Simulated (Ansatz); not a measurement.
Cartesian coordinates in Å:
```
F -0.3119 -0.7981 -1.0646
C -0.0655 0.0105 -0.0367
F -0.9054 -0.2988 0.9523
F -0.3323 1.2500 -0.4412
S 1.6151 -0.1636 0.5902
```

Total charge 0; spin multiplicity 2.

(1) List the ωB97M-V/def2-TZVPP orbital energies in eV (Ansatz 0.2.0). (Estimate.)

Answers

(1) Computed: α occupied: -2428.59, -679.23, -679.06, -679.06, -289.38, -222.48, -165.82, -165.54, -165.31, -40.20, -37.81, -37.66, -25.40, -22.22, -20.03, -19.93, -18.43, -16.57, -16.50, -15.58, -15.44, -14.82, -13.38, -11.71, -10.81. α empty: 2.44, 4.69, 5.11, 5.30, 6.04, 7.94, 8.17, 9.02. β occupied: -2428.42, -679.20, -679.05, -679.05, -289.39, -222.33, -165.43, -165.27, -165.20, -40.18, -37.76, -37.64, -24.81, -21.95, -19.96, -19.92, -18.04, -16.49, -16.47, -15.48, -15.42, -14.80, -13.13, -10.38. β empty: -3.11, 2.80, 4.69, 5.36, 5.46, 6.07, 8.02, 8.20. ⟨S²⟩ = 0.753.
